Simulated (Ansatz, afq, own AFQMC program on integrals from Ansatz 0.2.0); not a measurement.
# CHN, singlet, reference energies and how methods fare

```yaml
atoms:
  - { symbol: C, position_ang: [-0.0054, -0.0235, -0.0054] }
  - { symbol: N, position_ang: [0.2540, 1.0696, 0.2572] }
  - { symbol: H, position_ang: [-0.2487, -1.0461, -0.2518] }
```

Geometry: a PBE0/def2-SVP stationary point, not shown to be a minimum. Basis def2-TZVP. Only valence electrons are correlated. Ansatz 0.2.0 and our own AFQMC program on the same integrals; the CISD trial comes from CCSD amplitudes, and released means the phaseless constraint is let go. ± is one standard error of the sampling.

Best estimates are CCSD(T) at the basis-set limit (def2-TZVPP/QZVPP) plus the step from CCSD(T) to the highest rung at hand in def2-TZVP, named in the table (released AFQMC can keep some 10 meV of bias). No zero-point, core-correlation or spin–orbit terms. Other levels are in def2-TZVP; a dash marks a level that is missing or breaks spin symmetry for a member.

Cautions: CHN (singlet): the released value is read at 2.40 1/Eh (meV from the phaseless value at times in 1/Eh: -6 ± 4 at 0.24, -11 ± 4 at 0.51, -19 ± 4 at 0.99, -35 ± 4 at 1.62, -25 ± 7 at 2.40); CHN⁺ (doublet): the released energies have errors that jump between times, so the bars are unsure, so no released level is given (meV from the phaseless value at times in 1/Eh: -8 ± 6 at 0.24, -44 ± 27 at 0.51, -30 ± 4 at 0.99, -28 ± 3 at 1.62, -39 ± 5 at 2.40), though the last usable value meets CCSDT(Q) within the noise, the ph-AFQMC/CISD walk drifts between its halves (2.2 errors), its ph-AFQMC/CISD value lies 31 ± 5 meV above CCSDT(Q).

| process | PBE0 (kJ/mol) |
| --- | --- |
| to charge +1, doublet (vertical) | 1310 |
| to free atoms | 1299 |

**Question.** From these values, estimate the best estimates.

**Answer.** 
```tsv
process	best estimate (kJ/mol)	highest rung
to charge +1, doublet (vertical)	1334 ± 0.7	released AFQMC
to free atoms	1304 ± 0.7	released AFQMC
```

Errors against the best estimates in kJ/mol, in the same order:

```json
{"level": "MP2", "error, 1": "19", "error, 2": "1"}
{"level": "CCSD(T)", "error, 1": "-12", "error, 2": "-48"}
{"level": "ph-AFQMC/CISD", "error, 1": "-12 ± 0.7", "error, 2": "-48 ± 0.5"}
{"level": "CCSD(T)/CBS", "error, 1": "0", "error, 2": "-2"}
{"level": "PBE", "error, 1": "-10", "error, 2": "59"}
{"level": "r2SCAN", "error, 1": "-23", "error, 2": "-17"}
{"level": "PBE0", "error, 1": "-24", "error, 2": "-5"}
{"level": "B3LYP", "error, 1": "-15", "error, 2": "4"}
{"level": "wB97M-V", "error, 1": "-27", "error, 2": "6"}
{"level": "B2PLYP", "error, 1": "-10", "error, 2": "1"}
```

Cost at the first geometry (cards were shared with other jobs): PBE0/def2-TZVP, 0.57 s on 1 thread of AMD EPYC 7R13 Processor (Zen 3), with other jobs on the host; RCCSD(T)/def2-TZVP, 3.7 s on 1 × NVIDIA H100 80GB HBM3 with 1 thread of AMD EPYC 7R13 Processor (Zen 3) (shared host); CCSD(T)/def2-QZVPP, 5 s on 1 × NVIDIA H100 80GB HBM3 with 1 thread of AMD EPYC 7R13 Processor (Zen 3), with other jobs on the host; CCSDT(Q), 6 s on 1 × NVIDIA H100 80GB HBM3 with 1 thread of AMD EPYC 7R13 Processor (Zen 3), on a shared host; ph-AFQMC/CISD with release, 110 s on 1 × NVIDIA H100 80GB HBM3 with 2 threads of AMD EPYC 7R13 Processor (Zen 3), on a shared host.

Best estimates are given only where the step beyond CCSD(T) is under 0.3 eV and no member's determinant is very poor (T1 over 0.05, or 0.07 for open shells, ⟨S²⟩ too high by 0.3, two states mixed), so the hardest cases are missing from such tables.

The functionals ran in a triple-zeta set and keep a basis error of their own, a few kJ/mol for each bond in atomization energies and more for double hybrids, so close places among them and the extrapolated levels can swap.

CCSDT and higher add their correlation energy to the determinant of the CCSD(T) run, since their own runs factorise the integrals more tightly (a shift of under 2 meV). Each member of a difference takes its own highest rung, so a best estimate needn't equal the limit plus the step of one row. A walk keeps the symmetry of its determinant, which the program's search chose and which needn't be the lowest solution, so a lower state of the same spin and another symmetry isn't excluded. Released energies are given only where the last usable release times agree within the noise; a slower fall can still hide under it.
